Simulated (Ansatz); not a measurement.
C4H8O can be A, `C1CCOC1`, or B, `CC1(O)CC1`.

Calculated with Ansatz (gas phase, PBE0-D4/def2-TZVP geometries, no zero-point term in ΔE). CCSD(T)/CBS is the MP2 limit (def2-TZVPP, def2-QZVPP) plus CCSD(T) − MP2 in def2-TZVPP, frozen cores. DFT in def2-TZVPP. Each species was taken in one conformer, which may not be the lowest.

**Question.** Which is lower in electronic energy at CCSD(T)/CBS, and by how much? (An estimate is asked.)

**Answer.** The calculation gave: A, by 46.8 kJ/mol.

**Question.** Give E(B) − E(A) in kJ/mol with CCSD/def2-TZVPP, CCSD(T)/def2-TZVPP, PBE-D4, B2PLYP, HF/def2-TZVPP, r2SCAN-D4, PBE0-D4. (Estimate.)

**Answer.** Ansatz gave: CCSD/def2-TZVPP 49.4, CCSD(T)/def2-TZVPP 48.6, PBE-D4 42.1, B2PLYP 46.6, HF/def2-TZVPP 56.2, r2SCAN-D4 42.2, PBE0-D4 45.5. None reverses the order clearly.

Largest T1 diagnostic: 0.010.

From PBE to PBE0 (25 % exact exchange), in def2-TZVPP and without D4, E(B) − E(A) moves by +3.6 kJ/mol. In def2-TZVPP, CCSD(T) changes the Hartree–Fock value by −7.6 kJ/mol (the triples alone add −0.8 kJ/mol) and MP2 by −14.1 kJ/mol.
